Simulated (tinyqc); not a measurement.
Worked calculation: geometry optimisation on the RHF/sto-3g surface (energies and gradients from PySCF), for LiH, spin multiplicity 1. Computed by tinyqc, a small Python program that keeps every step (integrals from PySCF). Settings: charge = 0, multiplicity = 1, basis = sto-3g, optimiser = bfgs, first Hessian = 0.3, largest step = 0.3, iteration cap = 30. Command: `OMP_NUM_THREADS=1 python tinyqc.py 21616 21617 out.jsonl` (the two numbers bound the seeds that draw the settings). One thread of a shared host (Intel(R) Xeon(R) Processor @ 2.60GHz), about 0.4 s of CPU time with the checks.

## Step 1: energy and gradient

positions at the start (bohr):
```
          x       y       z
1Li  0.0000  0.0000  0.0000
2H   0.0000  0.0000  3.0746
```

Self-consistent energy and analytic gradient at these positions.

energy = -7.860870 hartree

gradient (hartree/bohr):
```
            x         y          z
1Li  0.000000  0.000000  -0.021668
2H   0.000000  0.000000   0.021668
```

## Step 1: move

Quasi-Newton step p = -H^(-1) g (first H = 0.3 times the unit matrix); steps longer than 0.3 bohr are cut back.

positions after step 1 (bohr):
```
          x       y       z
1Li  0.0000  0.0000  0.0722
2H   0.0000  0.0000  3.0024
```

## Step 2: energy and gradient

As before.

energy = -7.863067 hartree

gradient (hartree/bohr):
```
            x         y          z
1Li  0.000000  0.000000  -0.008246
2H   0.000000  0.000000   0.008246
```

## Step 2: move

inverse Hessian in use (bohr^2/hartree), lower triangle:
```
        1       2        3       4       5       6
1  3.3333
2  0.0000  3.3333
3  0.0000  0.0000   4.3573
4  0.0000  0.0000   0.0000  3.3333
5  0.0000  0.0000   0.0000  0.0000  3.3333
6  0.0000  0.0000  -1.0240  0.0000  0.0000  4.3573
```

Quasi-Newton step p = -H^(-1) g (the inverse Hessian comes from BFGS updates; coordinates in the order x, y, z of each atom); steps longer than 0.3 bohr are cut back.

positions after step 2 (bohr):
```
          x       y       z
1Li  0.0000  0.0000  0.1166
2H   0.0000  0.0000  2.9580
```

## Step 3: energy and gradient

As before.

energy = -7.863371 hartree

gradient (hartree/bohr):
```
            x         y          z
1Li  0.000000  0.000000   0.001601
2H   0.000000  0.000000  -0.001601
```

## Step 3: move

inverse Hessian in use (bohr^2/hartree), lower triangle:
```
        1       2        3       4       5       6
1  3.3333
2  0.0000  3.3333
3  0.0000  0.0000   3.9198
4  0.0000  0.0000   0.0000  3.3333
5  0.0000  0.0000   0.0000  0.0000  3.3333
6  0.0000  0.0000  -0.5864  0.0000  0.0000  3.9198
```

As before.

positions after step 3 (bohr):
```
          x       y       z
1Li  0.0000  0.0000  0.1094
2H   0.0000  0.0000  2.9652
```

## Convergence

Stop when the largest gradient component is below 3e-5 hartree/bohr. The inverse Hessian follows the BFGS update with s = step, y = change of gradient.

Course of the optimisation:
```
step  E (hartree)  largest gradient (hartree/bohr)
1       -7.860870                         2.17e-02
2       -7.863067                         8.25e-03
3       -7.863371                         1.60e-03
4       -7.863382                         9.24e-05
5       -7.863382                         9.61e-07
```

Final distances (angstrom):
```
pair    distance
2H-1Li    1.5108
```

Converged in 5 steps.
